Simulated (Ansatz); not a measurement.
`FC1=CCN1` + H₂ → `C1=CNC1` + H–F at 400 K and 1 bar (hydrogenolysis of a C–F bond).

Calculated with Ansatz (gas phase, PBE0-D4/def2-TZVP geometries, no zero-point term in ΔE). CCSD(T)/CBS is the MP2 limit (def2-TZVPP, def2-QZVPP) plus CCSD(T) − MP2 in def2-TZVPP, frozen cores. This one scheme is used for every species.

| species | CCSD(T)/CBS energy (Eh) | H − E (kJ/mol) | S (J/(mol·K)) |
| --- | --- | --- | --- |
| `FC1=CCN1` | -270.97864 | 201.6 | 306.9 |
| H₂ | -1.17544 | 38.0 | 139.0 |
| `C1=CNC1` | -171.78957 | 217.9 | 285.3 |
| H–F | -100.39570 | 36.5 | 182.2 |

H − E and S are ideal-gas, rigid-rotor, harmonic terms from PBE0-D4/def2-TZVP, for one conformer and one mirror image of each species. The MP2-based limit puts H₂ 0.8 mEh under its directly extrapolated value; such offsets cancel only in part. 1 Eh = 2625.50 kJ/mol, R = 8.31446 J/(mol·K).

Task: By hand: ΔE, ΔH, ΔS and ΔG.

Result: ΔE = (-171.78957) + (-100.39570) − (-270.97864) − (-1.17544) = -0.03119 Eh = -81.9 kJ/mol. Δ(H − E) = 217.9 + 36.5 − 201.6 − 38.0 = 14.8, so ΔH = -67.1 kJ/mol. ΔS = 285.3 + 182.2 − 306.9 − 139.0 = 21.6 J/(mol·K). ΔG = -67.1 − 400 × (21.6)/1000 = -75.7 kJ/mol.

Task: By hand: the equilibrium constant, and the temperature at which ΔG would vanish if ΔH and ΔS stayed fixed.

Result: log₁₀ K = −ΔG/(RT ln 10) = 9.9. ΔH and −TΔS have one sign here, so there is no such temperature.

ΔH outweighs TΔS. A doubt of 5 kJ/mol in ΔE shifts log₁₀ K by 0.7 here. Other conformers and mirror images would add mixing entropy, several J/(mol·K) or more a flexible species. These are equilibria of isolated gas molecules and say nothing of rates. Largest T1 diagnostic: 0.012 (customary marks: 0.02 for closed shells, 0.045 for open ones).
